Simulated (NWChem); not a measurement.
NO cation

```xyz
2

N      0.0000     0.0000    -0.5733
O      0.0000     0.0000     0.5031
```
Atoms are numbered in this order, from 1.

Program: NWChem. All runs use the structure optimised with PBE-D3(BJ)/def2-SVP. Isotropic indirect couplings, all four terms, static geometry, non-relativistic.

### Question
Predict the results for PBE/pcJ-1. Quantities: J(14N atom 1, 17O atom 2) (Hz).

### Answer
The J(14N atom 1, 17O atom 2) (Hz) is 17.4.
